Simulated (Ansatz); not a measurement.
# SiH₂Cl radical (SMILES [SiH2]Cl): one structure at several levels

The task here is to estimate one member of a computed series from the others.

The runs use Ansatz 0.2.0, Gaussian basis; single points in def2-TZVPP.

Correlated methods freeze the cores. Orbitals are unrestricted.

**Where the work starts**

SMILES `[SiH2]Cl`, 4 atoms, charge 0, spin multiplicity 2.

Atoms are counted from 1 here; the program's logs count them from 0.

Bond lengths: Si1–Cl2 2.046 Å, Si1–H3 1.455 Å, Si1–H4 1.456 Å. Angles: Cl2–Si1–H3 109.9°, Cl2–Si1–H4 110.2°, H3–Si1–H4 113.8°.

As a file:

```csv
atom,x (Å),y (Å),z (Å)
Si1,-0.2762,0.2462,0.1256
Cl2,1.6269,-0.0513,0.8166
H3,-1.0480,-0.9804,0.2566
H4,-0.2416,0.7777,-1.2291
```

The first run:

run/in.yaml reads:

```yaml
crystal:
  periodic: [false, false, false]
  atoms:
    - {symbol: Si, position_ang: [-0.276200, 0.246200, 0.125600]}
    - {symbol: Cl, position_ang: [1.626900, -0.051300, 0.816600]}
    - {symbol: H, position_ang: [-1.048000, -0.980400, 0.256600]}
    - {symbol: H, position_ang: [-0.241600, 0.777700, -1.229100]}
basis:
  gaussian: {orbitals: def2-TZVPP}
magnetization: {spin_polarized: true, initial_magnetization: 1}
correlation: {method: ccsd_t}
scf: {omitted_lower_state_checks: [cluster_reference]}
output: {forces: true}
```

No record of the launch command was kept for these runs.

Among the steps run: CCSD(T)/def2-TZVPP; PBE0-D4/def2-TZVPP; wB97M-V/def2-TZVPP; r2SCAN-D4/def2-TZVPP; PBE-D4/def2-TZVPP; B97M-V/def2-TZVPP; SPW92/def2-TZVPP.

One of the session's tables, all rows but one given; the rest of the session is left out.

| method | RMS force component (eV/Å) | angle to CCSD(T) forces (°) | dipole (D) |
| --- | --- | --- | --- |
| CCSD(T) | 0.282 | reference | 1.08 |
| PBE0-D4 | 0.330 | 12.0 | 1.10 |
| wB97M-V | 0.267 | 5.1 | 1.12 |
| r2SCAN-D4 | 0.317 | 8.2 | 1.06 |
| PBE-D4 | 0.414 | 7.3 | 0.97 |
| B97M-V | 0.317 | 16.3 | 0.95 |
| SPW92 | ? | ? | ? |

**Question.** Estimate the row for SPW92.

The run gave: RMS force component (eV/Å): 0.423; angle to CCSD(T) forces (°): 21.7; dipole (D): 1.01. In the column «RMS force component (eV/Å)» it is the highest.
